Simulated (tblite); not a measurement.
# CH5FO: the cost of one run

Programs: tblite 0.8.0 and PySCF 2.14.0. All values are calculated, for the isolated system unless a continuum is named. Atoms count from 0, parts from 1.

### Step 1. The system as given

8 atoms, charge 0, multiplicity 1; geometry: rigid parts in contact. Parts: 1 = atoms 0–5, `CO`, charge 0; 2 = atoms 6–7, `F`, charge 0.

### Step 2. Docking the parts with GFN2-xTB

The job: settings as JSON, then the geometry in Å.

```
{"job": {"kind": "dock", "xc": "GFN2-xTB", "basis": "xTB"}, "charge": 0, "multiplicity": 1, "parts": [{"atoms": "0-5", "charge": 0, "multiplicity": 1}, {"atoms": "6-7", "charge": 0, "multiplicity": 1}]}
C     -0.360465     0.042020     0.005804
O      0.896360    -0.290572    -0.530196
H     -1.092688    -0.158863    -0.773948
H     -0.416481     1.100766     0.281303
H     -0.600957    -0.567498     0.883681
H      1.574231    -0.125854     0.133355
F      2.195819     1.981374    -0.872477
H      1.644606     1.850166    -1.613048
```

Method: GFN2-xTB search for minima from random contacts, gas phase.

On the command line:

```bash
$ OMP_NUM_THREADS=1 python cluster_run.py task.json out
```

The driver reads the jobs from task.json and runs them one after another.

Q: Estimate the wall time of this first job on 1 thread of Arm Neoverse V2, shared host.

About 2.2 s.
